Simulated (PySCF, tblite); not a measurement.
# Chlorine monofluoride (ClF): isotopologues and vibrational averages

Aim: rotational constants, zero-point energies and shieldings of isotopologues of Chlorine monofluoride (ClF) (`FCl`).

Computed with tblite 0.8.0 (tight binding) and PySCF 2.14.0 (DFT, with response routines of our own); each step states its level. Atoms count from 0 throughout.

## 1. The molecule as given

2 atoms, charge 0, multiplicity 1; geometry from: force field or distance geometry start.

Bonds of the start (Å): F0–Cl1 1.75.

## 2. GFN2-xTB relaxation, lowest of a short conformer search

What the job is given:

```
{"job": {"xc": "GFN2-xTB", "basis": "xTB", "kind": "relax"}, "charge": 0, "multiplicity": 1}
F      0.880700    -0.012200    -0.010600
Cl    -0.869700     0.017300    -0.046000
```

Started as:

```bash
> OMP_NUM_THREADS=1 python ens_run.py task.json out
```

One launch serves the whole session.

Standard output:

```text
step      E/eV     max force
  0    -250.80862    1.195
  1    -250.84044    0.654
  2    -250.85193    0.122
  3    -250.85229    0.009
  4    -250.85229    0.000
```

Wall time 0.04 s (1 thread of Arm Neoverse V1, shared host).

Relaxing gained 0.044 eV and moved the atoms by 0.03 Å on average (rms).

## 3. Tight optimisation and Hessian

What the job is given:

```
{"job": {"xc": "PBE0", "basis": "pcSseg-2", "grid": 2, "temperatures": [200, 300], "kind": "geom"}, "charge": 0, "multiplicity": 1}
F      0.846034    -0.011649    -0.011267
Cl    -0.835007     0.016722    -0.045327
```

Standard output:

```text
step   0  E = -15232.2712303 eV  max force = 1.56481
step   1  E = -15232.3138883 eV  max force = 0.63042
step   2  E = -15232.3197132 eV  max force = 0.09794
step   3  E = -15232.3198690 eV  max force = 0.00506
step   4  E = -15232.3198694 eV  max force = 0.00149
step   5  E = -15232.3198694 eV  max force = 0.00149
harmonic wavenumbers (cm-1): 828.0
```

Run time: 17 s. Hardware: 1 thread of Arm Neoverse V1, shared host; peak memory 0.44 GiB.

## 4. Displacements along the modes, parent

What the job is given:

```
{"job": {"xc": "PBE0", "basis": "pcSseg-2", "grid": 2, "temperatures": [200, 300], "kind": "vib", "mass_numbers": [19, 35]}, "charge": 0, "multiplicity": 1}
F      0.816556    -0.011152    -0.011864
Cl    -0.805529     0.016225    -0.044730
```

Standard output:

```text
mode    cm-1    km/mol   phi_rrr   E(+)/cm-1  E(-)/cm-1
  1    827.97    32.58     255.7     158.59     140.16
```

Wall time 2.8 s (1 thread of Arm Neoverse V1, shared host); peak memory 0.44 GiB.

## 5. Displacements along the modes, 37Cl at atom 1

What the job is given:

```
{"job": {"xc": "PBE0", "basis": "pcSseg-2", "grid": 2, "temperatures": [200, 300], "kind": "vib", "mass_numbers": [19, 37]}, "charge": 0, "multiplicity": 1}
F      0.816556    -0.011152    -0.011864
Cl    -0.805529     0.016225    -0.044730
```

Standard output:

```text
mode    cm-1    km/mol   phi_rrr   E(+)/cm-1  E(-)/cm-1
  1    820.06    31.96    -252.0     138.86     157.03
```

It took 2.7 s on 1 thread of Arm Neoverse V1, shared host; peak memory 0.44 GiB.

## 6. Vibrational averages by isotopologue

What the job is given:

```
{"job": {"xc": "PBE0", "basis": "pcSseg-2", "grid": 2, "temperatures": [200, 300], "kind": "iso"}, "charge": 0, "multiplicity": 1}
F      0.816556    -0.011152    -0.011864
Cl    -0.805529     0.016225    -0.044730
```

Standard output:

```text
parent
  Be/MHz None 15591.928 15591.928
  B0/MHz None 15535.971 15535.971
  ZPE/cm-1 414.0
  <sigma>(0 K)/ppm 670.464 -533.762
37Cl at atom 1
  Be/MHz None 15295.394 15295.394
  B0/MHz None 15241.027 15241.027
  ZPE/cm-1 410.0
  <sigma>(0 K)/ppm 670.516 -533.519
```

Wall time 24 s (1 thread of Arm Neoverse V1, shared host); peak memory 0.44 GiB. This counts the whole study up to here.

Rotational constants (MHz) at equilibrium and in the ground state:

```tsv
isotopologue	Be	B0	zero-point change (cm⁻¹)
parent	15591.9	15536.0	0.0
37Cl at atom 1	15295.4	15241.0	-4.0
```

Shieldings of the first species (ppm): at equilibrium, the vibrational parts at 0 K, and the averages:

```tsv
atom	equilibrium	anharmonic	harmonic	0 K	200 K	300 K
F0	675.84	-2.94	-2.43	670.46	669.98	669.58
Cl1	-508.46	-15.74	-9.56	-533.76	-536.32	-538.37
```

Isotope effects on the shieldings at 0 K (ppb; positive means more shielded):

```tsv
atom	37Cl at atom 1
F0	51
Cl1	242
```

## 7. Outcome

| quantity | value |
| --- | --- |
| point group | C∞v |
| B0 of the first species | 15536.0 MHz |
| zero-point energy | 414 cm⁻¹ |
| zero-point change of σ(Cl1) | -25.31 ppm |

In words: Zero-point motion changes the shielding of Cl1 most, by -25.31 ppm. The largest secondary isotope effect is 51 ppb on F0, 1 bond from the change (37Cl at atom 1).
